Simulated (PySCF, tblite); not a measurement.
# C5H6O: excited states, first hyperpolarisability

Aim: compute the excited states, first hyperpolarisability of C5H6O (`C=C=CC(C)=O`).

Programs: tblite 0.8.0 and PySCF 2.14.0, with routines of our own; each step states its level. All values are computed. Atoms count from 0.

## Step 1: The system as given

12 atoms, charge 0, multiplicity 1; geometry from: force field or distance geometry start.

## Step 2: Optimising the geometry with GFN2-xTB

What the job is given:

```
{"job": {"kind": "relax", "xc": "GFN2-xTB", "basis": "xTB"}, "charge": 0, "multiplicity": 1}
C      2.198600     0.643900     0.209500
C      1.260200    -0.222600    -0.057100
C      0.356900    -1.113200    -0.304000
C     -1.103400    -0.805500    -0.253400
C     -1.555600     0.571000     0.143900
O     -1.909700    -1.709100    -0.509500
H      2.604500     1.268600    -0.582100
H      2.584500     0.767900     1.220600
H      0.616100    -2.126100    -0.586000
H     -1.187800     1.301600    -0.583200
H     -1.211100     0.816400     1.142200
H     -2.651900     0.606500     0.133000
```

On the command line:

```
OMP_NUM_THREADS=1 python excited_run.py task.json out
```

One launch serves the whole session: the jobs run in the order shown.

The program printed:

```text
step      E/eV     max force
  0    -482.79759    2.182
  1    -482.79261    2.734
  2    -482.85616    0.446
  3    -482.85997    0.448
  4    -482.86539    0.184
  5    -482.86878    0.117
  6    -482.86990    0.099
  7    -482.87169    0.132
  8    -482.87245    0.107
  9    -482.87315    0.074
 10    -482.87368    0.077
 11    -482.87418    0.072
 12    -482.87456    0.057
 13    -482.87487    0.046
 14    -482.87513    0.040
 15    -482.87535    0.037
 16    -482.87553    0.031
 17    -482.87566    0.027
 18    -482.87576    0.026
 19    -482.87587    0.025
 20    -482.87599    0.039
 21    -482.87613    0.044
 22    -482.87626    0.038
 23    -482.87641    0.044
 24    -482.87666    0.056
 25    -482.87700    0.051
 26    -482.87735    0.051
 27    -482.87758    0.041
 28    -482.87771    0.031
 29    -482.87783    0.029
 30    -482.87794    0.027
 31    -482.87801    0.022
 32    -482.87804    0.018
 33    -482.87806    0.012
 34    -482.87808    0.011
 35    -482.87809    0.008
```

It took 0.11 s on 1 thread of Arm Neoverse V2, shared host.

The steps of the relaxation: (not every step is listed) (the energy doesn't fall at every step)

| step | energy from step 0 (eV) | largest force (eV/Å) |
| --- | --- | --- |
| 0 | 0.0000 | 2.1822 |
| 1 | 0.0050 | 2.7337 |
| 2 | -0.0586 | 0.4458 |
| 3 | -0.0624 | 0.4480 |
| 4 | -0.0678 | 0.1839 |
| 5 | -0.0712 | 0.1169 |
| 6 | -0.0723 | 0.0992 |
| 7 | -0.0741 | 0.1322 |
| 8 | -0.0749 | 0.1074 |
| 10 | -0.0761 | 0.0773 |
| 12 | -0.0770 | 0.0571 |
| 14 | -0.0775 | 0.0402 |
| 16 | -0.0779 | 0.0306 |
| 18 | -0.0782 | 0.0263 |
| 20 | -0.0784 | 0.0390 |
| 22 | -0.0787 | 0.0381 |
| 24 | -0.0791 | 0.0556 |
| 26 | -0.0798 | 0.0514 |
| 28 | -0.0801 | 0.0307 |
| 30 | -0.0804 | 0.0267 |
| 31 | -0.0804 | 0.0218 |
| 32 | -0.0804 | 0.0177 |
| 33 | -0.0805 | 0.0120 |
| 34 | -0.0805 | 0.0114 |
| 35 | -0.0805 | 0.0083 |

Close pairs (by a distance rule), those that changed most:

```
  bond  before (Å)  after (Å)  change (Å)
 C3–O5       1.238      1.209      -0.029
 C2–C3       1.493      1.477      -0.017
 C0–C1       1.305      1.291      -0.014
 C1–C2       1.292      1.304      +0.012
 C0–H7       1.089      1.078      -0.011
C4–H11       1.097      1.087      -0.010
 C0–H6       1.087      1.078      -0.009
 C4–H9       1.094      1.088      -0.007
```

The end geometry stands in the next job.

## Step 3: Infrared spectrum with GFN2-xTB

What the job is given:

```
{"job": {"kind": "ir", "xc": "GFN2-xTB", "basis": "xTB"}, "charge": 0, "multiplicity": 1}
C      2.140409     0.663492     0.212639
C      1.245851    -0.229271    -0.049551
C      0.325477    -1.115652    -0.310556
C     -1.125509    -0.847452    -0.255662
C     -1.515737     0.556670     0.134159
O     -1.935572    -1.708123    -0.509690
H      2.551405     1.298141    -0.555848
H      2.527785     0.805026     1.208752
H      0.597612    -2.125136    -0.589682
H     -1.094345     1.265232    -0.575274
H     -1.117805     0.787883     1.119582
H     -2.598375     0.648505     0.145103
```

The program printed:

```text
mode    cm-1     km/mol
  1      60.9      3.65
  2      96.8      0.10
  3     133.9      0.49
  4     326.8      2.33
  5     339.5      4.19
  6     392.6      0.08
  7     489.3     16.05
  8     544.2      2.22
  9     614.0      4.45
 10     820.5     29.85
 11     858.6     34.11
 12     860.6     23.44
 13     939.8      1.76
 14     993.7     24.28
 15    1000.5     12.06
 16    1103.7     13.40
 17    1204.2    198.09
 18    1290.6     47.05
 19    1368.5     26.59
 20    1415.7      6.62
 21    1452.8     10.12
 22    1457.6      9.50
 23    1735.6    564.65
 24    2067.5    299.32
 25    3031.0     13.16
 26    3037.0      5.70
 27    3050.9      6.77
 28    3059.1     13.45
 29    3077.9      2.66
 30    3085.7      4.43
```

It took 0.17 s on 1 thread of Arm Neoverse V2, shared host.

Which atoms move in the most intense modes:

| cm⁻¹ | km/mol | atoms |
| --- | --- | --- |
| 820 | 29.9 | H6 18 %, H7 18 %, C4 18 %, C2 16 % |
| 859 | 34.1 | H6 21 %, H7 20 %, C4 18 %, C2 15 % |
| 994 | 24.3 | H9 26 %, H10 25 %, C3 24 %, C4 17 % |
| 1204 | 198.1 | C3 57 %, H8 21 % |
| 1291 | 47.0 | C2 30 %, H6 24 %, H7 24 %, H8 13 % |
| 1368 | 26.6 | H10 28 %, H9 28 %, H11 23 %, C4 20 % |
| 1736 | 564.6 | C3 61 %, O5 36 % |
| 2068 | 299.3 | C1 67 %, C0 16 %, C2 14 % |

## Step 4: Relaxing the molecule at PBE0-D3(BJ)/def2-SVP

Settings changed since step 3:

```diff
@@ -1,2 +1,2 @@
-{"job": {"kind": "ir", "xc": "GFN2-xTB", "basis": "xTB"}, "charge": 0, "multiplicity": 1}
+{"job": {"xc": "PBE0", "basis": "def2-SVP", "d3": "d3bj", "grid": 1, "kind": "geom"}, "charge": 0, "multiplicity": 1}
 C      2.140409     0.663492     0.212639
```

The program printed:

```text
step   0  E = -268.79543599  max force = 0.012236
step   1  E = -268.79717054  max force = 0.003433
step   2  E = -268.79718596  max force = 0.001094
step   3  E = -268.79719907  max force = 0.000608
step   4  E = -268.79720376  max force = 0.000312
optimisation converged
```

Wall time 14 s (1 thread of Arm Neoverse V2, shared host); peak memory 0.6 GiB.

Relaxation path:

```csv
step,energy from step 0 (eV),largest force component (eV/Å)
0,0.0000,0.6292
1,-0.0472,0.1765
2,-0.0476,0.0563
3,-0.0480,0.0313
4,-0.0481,0.0160
```

Distances of close pairs at the start and the end, largest changes first:

| bond | before (Å) | after (Å) | change (Å) |
| --- | --- | --- | --- |
| C0–H6 | 1.078 | 1.095 | +0.017 |
| C0–H7 | 1.078 | 1.095 | +0.017 |
| C0–C1 | 1.291 | 1.305 | +0.014 |
| C2–C3 | 1.477 | 1.491 | +0.014 |
| C2–H8 | 1.082 | 1.096 | +0.014 |
| C4–H9 | 1.088 | 1.101 | +0.013 |
| C4–H10 | 1.088 | 1.100 | +0.013 |
| C1–C2 | 1.304 | 1.315 | +0.011 |

The final coordinates are the input of the step that follows.

```csv
at the end point,value
"rotational constants (GHz, main isotopes)","8.494, 2.211, 1.796"
dipole moment (D),3.44
```

## Step 5: Excited states: TDA CAM-B3LYP/def2-TZVP

What the job is given:

```
{"job": {"kind": "states", "xc": "CAM-B3LYP", "basis": "def2-TZVP", "tda": true, "soc": true, "nstates": 5, "ntriplets": 6, "nquad": 4}, "charge": 0, "multiplicity": 1}
C      2.190383     0.755882     0.465446
C      1.274783    -0.128887     0.178210
C      0.340328    -1.006908    -0.113094
C     -1.121609    -0.715474    -0.085888
C     -1.559866     0.663155     0.338114
O     -1.909680    -1.576407    -0.403448
H      2.615355     1.399736    -0.311917
H      2.562752     0.875476     1.488297
H      0.602997    -2.028720    -0.408710
H     -1.161170     1.420813    -0.353715
H     -1.170163     0.906069     1.338025
H     -2.655572     0.704332     0.341265
```

Method: TDA CAM-B3LYP/def2-TZVP excited states, vertical, gas phase, spin-orbit mean-field couplings.

The program printed:

```text
coarse grid: 10240 points
cycle   1  E = -269.1268974012  dE =  9.227e-01  |g| = 8.526e-01  |ddm| = 2.748e+00
cycle   2  E = -268.8496473818  dE =  2.773e-01  |g| = 1.524e+00  |ddm| = 4.170e+00
cycle   3  E = -269.2732275553  dE = -4.236e-01  |g| = 9.435e-02  |ddm| = 3.167e+00
cycle   4  E = -269.2751680419  dE = -1.940e-03  |g| = 4.925e-02  |ddm| = 1.284e-01
cycle   5  E = -269.2757614231  dE = -5.934e-04  |g| = 1.171e-02  |ddm| = 5.360e-02
cycle   6  E = -269.2757955158  dE = -3.409e-05  |g| = 6.069e-03  |ddm| = 1.853e-02
cycle   7  E = -269.2758057701  dE = -1.025e-05  |g| = 1.339e-03  |ddm| = 1.197e-02
cycle   8  E = -269.2758065319  dE = -7.617e-07  |g| = 5.538e-04  |ddm| = 5.423e-03
final grid: 99480 points
cycle   9  E = -269.2715965801  dE = -3.081e-05  |g| = 3.423e-03  |ddm| = 4.894e-02
cycle  10  E = -269.2715963086  dE =  2.716e-07  |g| = 3.746e-03  |ddm| = 6.250e-03
cycle  11  E = -269.2715990585  dE = -2.750e-06  |g| = 1.049e-03  |ddm| = 4.060e-03
cycle  12  E = -269.2715992378  dE = -1.794e-07  |g| = 1.426e-04  |ddm| = 1.168e-03
cycle  13  E = -269.2715992423  dE = -4.471e-09  |g| = 5.211e-05  |ddm| = 3.903e-04
cycle  14  E = -269.2715992430  dE = -6.575e-10  |g| = 1.646e-05  |ddm| = 7.090e-05
converged SCF energy = -269.2715992430

Singlet excitations
state   eV       nm        f     d(h-e)  d(exc)  Lambda  PR(NTO)  |dmu|/D   mu/D   main configurations
  1   4.0775   304.1   0.00013   0.862   2.549   0.508   1.023    2.293    1.821   H->L 0.91
  2   5.5706   222.6   0.00008   0.938   2.643   0.491   1.223    2.477    5.983   H-2->L 0.84
  3   6.0923   203.5   0.00034   0.981   2.613   0.462   1.094    2.573    1.332   H-1->L+1 0.93
  4   6.4183   193.2   0.16113   0.456   3.152   0.665   1.898    1.074    2.638   H-1->L 0.61, H->L+1 0.32
  5   7.0968   174.7   0.67357   1.404   3.463   0.553   1.822                     H->L+1 0.63, H-1->L 0.26

Triplet excitations (Tamm-Dancoff)
state   eV     d(h-e)  d(exc)  Lambda  PR(NTO)   main configurations
  1   3.5456   0.863   2.470   0.506   1.020   H->L 0.87
  2   3.9834   0.194   2.405   0.763   1.092   H-1->L 0.91
  3   4.6527   0.044   2.186   0.674   1.052   H-2->L+1 0.60, H->L+1 0.34
  4   5.1888   0.973   2.619   0.491   1.197   H-2->L 0.81
  5   5.7421   0.983   2.582   0.461   1.084   H-1->L+1 0.93
  6   6.0358   0.629   2.135   0.650   1.419   H-3->L 0.61, H-1->L+3 0.17
S1 - T1 = 0.5319 eV

Spin-orbit couplings |<S|Hso|T>| (cm-1)
             T1       T2       T3       T4       T5       T6
S0       51.786    0.745    1.416   25.050   19.261    0.373
S1        0.347   19.615    5.196    2.979    1.432   36.765
S2        2.690    6.566    3.108    0.260    0.404   14.971
S3        0.869    3.956    6.017    0.270    0.202    6.136
S4       13.651    0.212    0.627    4.551    5.308    0.415
S5       11.502    0.265    1.072    2.894   11.966    0.520
T1 sublevels (cm-1): 0.000 0.001 0.271   radiative rates (1/s): 7.7 0.0226 1.14e+03
```

Run time: 27 s. Hardware: 1 thread of Arm Neoverse V2, shared host; peak memory 0.88 GiB.

Key values:

```csv
quantity,value
S1 less T1,0.53 eV
```

## Step 6: Excited states: TDDFT PBE0/def2-SVPD

Settings changed since step 5:

```diff
@@ -1,2 +1,2 @@
-{"job": {"kind": "states", "xc": "CAM-B3LYP", "basis": "def2-TZVP", "tda": true, "soc": true, "nstates": 5, "ntriplets": 6, "nquad": 4}, "charge": 0, "multiplicity": 1}
+{"job": {"kind": "states", "xc": "PBE0", "basis": "def2-SVPD", "tpa": true, "nstates": 6, "nquad": 5, "ntriplets": 0}, "charge": 0, "multiplicity": 1}
 C      2.190383     0.755882     0.465446
```

Method: TDDFT PBE0/def2-SVPD excited states, vertical, gas phase, two-photon moments by quadratic response.

The program printed:

```text
coarse grid: 10240 points
cycle   1  E = -268.6339403509  dE =  7.596e-01  |g| = 7.549e-01  |ddm| = 6.737e+00
cycle   2  E = -268.1924094464  dE =  4.415e-01  |g| = 1.644e+00  |ddm| = 3.083e+00
cycle   3  E = -268.7512937486  dE = -5.589e-01  |g| = 1.598e-01  |ddm| = 2.414e+00
cycle   4  E = -268.7573126361  dE = -6.019e-03  |g| = 6.212e-02  |ddm| = 3.802e-01
cycle   5  E = -268.7581509330  dE = -8.383e-04  |g| = 2.633e-02  |ddm| = 1.320e-01
cycle   6  E = -268.7583137068  dE = -1.628e-04  |g| = 5.394e-03  |ddm| = 4.570e-02
cycle   7  E = -268.7583203613  dE = -6.654e-06  |g| = 1.600e-03  |ddm| = 1.205e-02
final grid: 99480 points
cycle   8  E = -268.8047928486  dE = -2.345e-06  |g| = 1.222e-02  |ddm| = 1.047e-01
cycle   9  E = -268.8046985200  dE =  9.433e-05  |g| = 2.492e-02  |ddm| = 4.213e-02
cycle  10  E = -268.8048232554  dE = -1.247e-04  |g| = 1.868e-03  |ddm| = 2.929e-02
cycle  11  E = -268.8048240501  dE = -7.948e-07  |g| = 2.058e-04  |ddm| = 2.839e-03
cycle  12  E = -268.8048240572  dE = -7.080e-09  |g| = 1.248e-04  |ddm| = 5.109e-04
cycle  13  E = -268.8048240613  dE = -4.075e-09  |g| = 2.216e-05  |ddm| = 2.948e-04
cycle  14  E = -268.8048240614  dE = -1.212e-10  |g| = 5.740e-06  |ddm| = 5.654e-05
converged SCF energy = -268.8048240614

Singlet excitations
state   eV       nm        f     d(h-e)  d(exc)  Lambda  PR(NTO)  |dmu|/D   mu/D   delta(TPA)   sigma/GM   main configurations
  1   3.8689   320.5   0.00013   1.009   2.732   0.505   1.012    2.548    1.775        0.01      0.000   H->L 0.96
  2   5.3593   231.3   0.00007   1.175   2.812   0.486   1.116    2.847    6.357        0.16      0.002   H-2->L 0.93
  3   5.7874   214.2   0.02493   1.579   3.561   0.579   1.907    3.704    1.785      171.85      2.109   H->L+1 0.58, H-1->L 0.40
  4   6.0280   205.7   0.00008   1.096   2.703   0.465   1.049    2.592    1.401        0.41      0.005   H-1->L+1 0.96
  5   6.4151   193.3   0.53137   0.792   3.417   0.609   2.155    1.319    2.448       13.23      0.200   H-1->L 0.52, H->L+1 0.38
  6   6.8560   180.8   0.01379   1.847   4.132   0.273   1.053                                            H->L+2 0.94
```

Run time: 17 s. Hardware: 1 thread of Arm Neoverse V2, shared host; peak memory 0.79 GiB.

## Step 7: First hyperpolarisability: quadratic response CAM-B3LYP/def2-SVPD

Settings changed since step 6:

```diff
@@ -1,2 +1,2 @@
-{"job": {"kind": "states", "xc": "PBE0", "basis": "def2-SVPD", "tpa": true, "nstates": 6, "nquad": 5, "ntriplets": 0}, "charge": 0, "multiplicity": 1}
+{"job": {"kind": "beta", "xc": "CAM-B3LYP", "basis": "def2-SVPD", "wavelengths": [1064, 800]}, "charge": 0, "multiplicity": 1}
 C      2.190383     0.755882     0.465446
```

With the program's defaults for keys left out, this is: quadratic response CAM-B3LYP/def2-SVPD first hyperpolarisability, Taylor convention, gas phase.

The program printed:

```text
coarse grid: 10240 points
cycle   1  E = -268.7809163310  dE =  8.870e-01  |g| = 7.991e-01  |ddm| = 7.620e+00
cycle   2  E = -268.5202129323  dE =  2.607e-01  |g| = 1.445e+00  |ddm| = 2.628e+00
cycle   3  E = -268.9196449950  dE = -3.994e-01  |g| = 7.866e-02  |ddm| = 1.785e+00
cycle   4  E = -268.9210770870  dE = -1.432e-03  |g| = 4.324e-02  |ddm| = 2.197e-01
cycle   5  E = -268.9215631611  dE = -4.861e-04  |g| = 9.977e-03  |ddm| = 9.095e-02
cycle   6  E = -268.9215904692  dE = -2.731e-05  |g| = 5.482e-03  |ddm| = 2.298e-02
cycle   7  E = -268.9215990211  dE = -8.552e-06  |g| = 1.172e-03  |ddm| = 1.460e-02
final grid: 99480 points
cycle   8  E = -268.9817884281  dE = -2.339e-05  |g| = 3.658e-03  |ddm| = 1.165e-01
cycle   9  E = -268.9817863132  dE =  2.115e-06  |g| = 5.131e-03  |ddm| = 1.228e-02
cycle  10  E = -268.9817913809  dE = -5.068e-06  |g| = 7.201e-04  |ddm| = 5.820e-03
cycle  11  E = -268.9817914839  dE = -1.030e-07  |g| = 1.282e-04  |ddm| = 1.169e-03
cycle  12  E = -268.9817914876  dE = -3.737e-09  |g| = 6.039e-05  |ddm| = 3.623e-04
cycle  13  E = -268.9817914886  dE = -1.042e-09  |g| = 1.356e-05  |ddm| = 1.026e-04
cycle  14  E = -268.9817914887  dE = -7.412e-11  |g| = 4.920e-06  |ddm| = 5.448e-05
converged SCF energy = -268.9817914887

Lowest singlets (eV, f): 4.0423 0.0002  5.5532 0.0001  6.0816 0.0026

First hyperpolarisability (au)
process     nm      |vector|   parallel      HRS      DR
static         -       61.32      -3.57       42.9   2.142
shg       1064.0       79.15       5.39      51.71   2.288
eope      1064.0       66.23      -1.07          -       -
shg        800.0      101.35      16.22       61.8   2.453
eope       800.0       70.64       1.15          -       -
```

Run time: 18 s. Hardware: 1 thread of Arm Neoverse V2, shared host; peak memory 0.83 GiB.

## Step 8: Summary of results

| quantity | value |
| --- | --- |
| strongest single infrared mode (GFN2-xTB) | 1736 cm⁻¹, 565 km/mol |
| zero-point energy (GFN2-xTB) | 57.1 kcal/mol |
| rotational constants (main isotopes) | 8.49, 2.21, 1.80 GHz |
| S1 less T1 (step 5, TDA CAM-B3LYP/def2-TZVP) | 0.53 eV |
| β vector (step 7, quadratic response CAM-B3LYP/def2-SVPD) | static 61, SHG 1064.0 nm 79, SHG 800.0 nm 101 au |

What this shows: All 30 modes are real, so the xTB geometry is a minimum. The strongest single mode, at 1736 cm⁻¹, moves mainly C3 and O5. GFN2-xTB is a fitted tight-binding method: band positions and strengths are rough. Its intensities can rank the bands wrongly. Over 4 steps the energy fell by 0.048 eV; of the close pairs, C0–H6 changed most, 1.078 to 1.095 Å (PBE0/def2-SVP). In step 5, the number of triplets below S1 is 2, and the largest singlet-triplet spin-orbit coupling is S0–T1, 51.79 cm⁻¹. β grows from 61 au (static) to 101 au for doubling at 800.0 nm: normal dispersion, which grows as twice the photon energy moves toward the bright states.
